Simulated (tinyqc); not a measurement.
Worked calculation: Hueckel theory of the pi electrons, for the molecule C=CC(=C)F (SMILES; centres numbered as the heavy atoms are written). Computed by tinyqc, a small Python program that keeps every step. Settings: charge = 0. Command: `OMP_NUM_THREADS=1 python tinyqc.py 31025 31026 out.jsonl` (the two numbers bound the seeds that draw the settings). One thread of a shared host (Intel(R) Xeon(R) Processor @ 2.60GHz), about 0.01 s of CPU time with the checks.

## The Hueckel matrix

Centres:
```
centre,"z_r, pi electrons of the neutral centre",h
1C,1,0.000000
2C,1,0.000000
3C,1,0.000000
4C,1,0.000000
5F,2,2.660000
```

Bonds:
```
i,j,k
1,2,1
2,3,1
3,4,1
3,5,0.720000
```

H_rr = alpha + h_r beta, H_rs = k_rs beta for bonded centres.

Hueckel matrix in units of beta (H = alpha + beta A):
```
,1C,2C,3C,4C,5F
1C,0.000000,1.000000,0.000000,0.000000,0.000000
2C,1.000000,0.000000,1.000000,0.000000,0.000000
3C,0.000000,1.000000,0.000000,1.000000,0.720000
4C,0.000000,0.000000,1.000000,0.000000,0.000000
5F,0.000000,0.000000,0.720000,0.000000,2.660000
```

## Orbitals

pi electrons, sum of z_r less the charge = 6

Diagonalise; E = alpha + x beta with beta < 0, so the largest x are filled first; degenerate levels share their electrons. P = sum n_i c_ri c_si; each orbital has its largest coefficient positive (the first on a tie).

x values: 2.899630  1.479910  0.582929  -0.639413  -1.663056

occupations: 2.000000  2.000000  2.000000  0.000000  0.000000

coefficients:
```
,MO1,MO2,MO3,MO4,MO5
1C,0.042025,0.415926,-0.566984,0.616663,0.351419
2C,0.121857,0.615533,-0.330511,-0.394302,-0.584430
3C,0.311314,0.495007,0.374320,-0.364541,0.620521
4C,0.107363,0.334485,0.642137,0.570118,-0.373121
5F,0.935383,-0.302015,-0.129755,0.079550,-0.103347
```

charge and bond-order matrix P:
```
,1C,2C,3C,4C,5F
1C,0.992463,0.897063,0.013471,-0.440897,-0.025475
2C,0.897063,1.005934,0.437824,0.013471,-0.058064
3C,0.013471,0.437824,0.964128,0.878721,0.186257
4C,-0.440897,0.013471,0.878721,1.071493,-0.167828
5F,-0.025475,-0.058064,0.186257,-0.167828,1.965982
```

## Energy, charges, bond orders

E = sum n x; q_r = z_r - P_rr; bond order p = P_rs; free valence = sqrt(3) - sum of p over the bonds of the atom.

pi energy = 6 alpha + this times beta = 9.924938

pi charges: 1C 0.007537, 2C -0.005934, 3C 0.035872, 4C -0.071493, 5F 0.034018

Bond orders and lengths from R = 1.517 - 0.180 p (angstrom, C-C alone):
```
bond,p,R
1-2,0.897063,1.355529
2-3,0.437824,1.438192
3-4,0.878721,1.358830
3-5,0.186257,-
```

free valence of the carbons: 1C 0.834988, 2C 0.397164, 3C 0.229249, 4C 0.853330

gap between the highest filled and the next level = 1.222342 |beta|
